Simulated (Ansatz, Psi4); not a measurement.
**C2H6O: a line through the functionals**

C2H6O has 9 atoms, charge 0, and is taken as a singlet. As SMILES, `COC`. The coordinates come from a PBE0-D4/def2-TZVP relaxation.

The HOMO–LUMO gap y, in eV, basis cc-pVDZ; a is the functional's share of exact exchange. Programs: Ansatz 0.2.0, Psi4 1.11.

| functional | program | a | y (eV) |
| --- | --- | --- | --- |
| BLYP | Psi4 | 0 | 6.53 |
| r2SCAN | Psi4 | 0 | 7.68 |
| TPSSh | Psi4 | 0.1 | 8.07 |
| B3LYP | Psi4 | 0.2 | 8.57 |
| PBE0 | Psi4 | 0.25 | 9.21 |
| r2SCAN0 | Ansatz | 0.25 | ? |
| BHLYP | Psi4 | 0.5 | 11.52 |

Q: Fit y = c + s·a to the known rows and predict r2SCAN0.

A: 
1. Means of the 6 rows: a = 0.1750, y = 8.597.
2. Σ(Δa)² = 0.17875, Σ(Δa·Δy) = 1.557, so the slope is 1.557/0.17875 = 8.7105.
3. Intercept: 8.597 − (8.7105) × 0.1750 = 7.073. The largest residual of the fit is 0.61.
4. r2SCAN0: 7.073 + (8.7105) × 0.25 = 9.25 eV.

The run gave 9.90 eV, so the prediction is off by -0.65 eV, about the largest residual. Exact exchange lowers occupied levels and raises empty ones. The rows mix families of semi-local functionals, which the line can't see.
